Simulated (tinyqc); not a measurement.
Inside a calculation. Method: extended Hueckel theory, for N2-. The parameters take no account of the charge, which enters only through the electron count, and nothing here shows that the anion is bound. Computed by tinyqc, a small Python program that keeps every step (integrals from PySCF). Settings: charge = -1, K = 2.0, weighted = 1, multiplicity = 2. Command: `OMP_NUM_THREADS=1 python tinyqc.py 22065 22066 out.jsonl` (the two numbers bound the seeds that draw the settings). One thread of a shared host (Intel(R) Xeon(R) Processor @ 2.60GHz), about 0.01 s of CPU time with the checks.

## Overlaps

Geometry (angstrom):
```
atom       x       y       z
N     0.0000  0.0000  0.0000
N     0.0000  0.0000  1.0780
```

Parameters chosen for this run:
```
element  shell  Slater exponent  H_ii (eV)
N           2s           1.9500   -26.0000
N           2p           1.9500   -13.4000
```

Slater orbitals, each expanded in six Gaussians scaled to its exponent.

overlap S:
```
          1N 2s  1N 2px  1N 2py   1N 2pz   2N 2s  2N 2px  2N 2py   2N 2pz
1N 2s    1.0000  0.0000  0.0000   0.0000  0.4610  0.0000  0.0000  -0.4468
1N 2px   0.0000  1.0000  0.0000   0.0000  0.0000  0.2911  0.0000   0.0000
1N 2py   0.0000  0.0000  1.0000   0.0000  0.0000  0.0000  0.2911   0.0000
1N 2pz   0.0000  0.0000  0.0000   1.0000  0.4468  0.0000  0.0000  -0.3169
2N 2s    0.4610  0.0000  0.0000   0.4468  1.0000  0.0000  0.0000   0.0000
2N 2px   0.0000  0.2911  0.0000   0.0000  0.0000  1.0000  0.0000   0.0000
2N 2py   0.0000  0.0000  0.2911   0.0000  0.0000  0.0000  1.0000   0.0000
2N 2pz  -0.4468  0.0000  0.0000  -0.3169  0.0000  0.0000  0.0000   1.0000
```

## Wolfsberg-Helmholz matrix

diagonal H_ii (eV): 1N 2s -26.0000, 1N 2px -13.4000, 1N 2py -13.4000, 1N 2pz -13.4000, 2N 2s -26.0000, 2N 2px -13.4000, 2N 2py -13.4000, 2N 2pz -13.4000

K = 2.0000

H_ij = K' S_ij (H_ii + H_jj)/2 for i != j (the diagonal keeps H_ii), with K' = K + D^2 + D^4 (1 - K), D = (H_ii - H_jj)/(H_ii + H_jj), K = 2.

H (eV):
```
           1N 2s    1N 2px    1N 2py    1N 2pz     2N 2s    2N 2px    2N 2py    2N 2pz
1N 2s   -26.0000    0.0000    0.0000    0.0000  -23.9715    0.0000    0.0000   18.4126
1N 2px    0.0000  -13.4000    0.0000    0.0000    0.0000   -7.8027    0.0000    0.0000
1N 2py    0.0000    0.0000  -13.4000    0.0000    0.0000    0.0000   -7.8027    0.0000
1N 2pz    0.0000    0.0000    0.0000  -13.4000  -18.4126    0.0000    0.0000    8.4923
2N 2s   -23.9715    0.0000    0.0000  -18.4126  -26.0000    0.0000    0.0000    0.0000
2N 2px    0.0000   -7.8027    0.0000    0.0000    0.0000  -13.4000    0.0000    0.0000
2N 2py    0.0000    0.0000   -7.8027    0.0000    0.0000    0.0000  -13.4000    0.0000
2N 2pz   18.4126    0.0000    0.0000    8.4923    0.0000    0.0000    0.0000  -13.4000
```

## Orbitals

valence electrons = 11

Solve H C = S C e through S^(-1/2); fill by pairs from the bottom, a degenerate level sharing its electrons equally; each orbital has its largest coefficient positive (the first on a tie).

orbital energies (eV): -34.4681  -20.6837  -16.4216  -16.4216  -12.7028  -7.8962  -7.8962  94.3803

occupations: 2.0000  2.0000  2.0000  2.0000  2.0000  0.5000  0.5000  0.0000

coefficients:
```
            MO1      MO2     MO3      MO4      MO5      MO6      MO7      MO8
1N 2s    0.5595   0.4876  0.0000   0.0000  -0.2623   0.0000   0.0000   1.3374
1N 2px   0.0000   0.0000  0.6222  -0.0096   0.0000   0.6810  -0.4916   0.0000
1N 2py   0.0000   0.0000  0.0096   0.6222   0.0000   0.4916   0.6810   0.0000
1N 2pz   0.0717  -0.4849  0.0000   0.0000   0.6469   0.0000   0.0000   1.1678
2N 2s    0.5595  -0.4876  0.0000   0.0000  -0.2623   0.0000   0.0000  -1.3374
2N 2px   0.0000   0.0000  0.6222  -0.0096   0.0000  -0.6810   0.4916   0.0000
2N 2py   0.0000   0.0000  0.0096   0.6222   0.0000  -0.4916  -0.6810   0.0000
2N 2pz  -0.0717  -0.4849  0.0000   0.0000  -0.6469   0.0000   0.0000   1.1678
```

sum of one-electron energies = -209.2917 eV

Within a degenerate level the vectors are fixed only up to a rotation; this is one choice.

## Mulliken analysis

P = C n C^T; charge = valence electrons (N 5) minus the sum of (P S)_ii on the atom; overlap population = 2 sum P_ij S_ij between two atoms.

charges: 1N -0.5000, 2N -0.5000

Overlap populations:
```
pair     value
2-1   1.377930
```
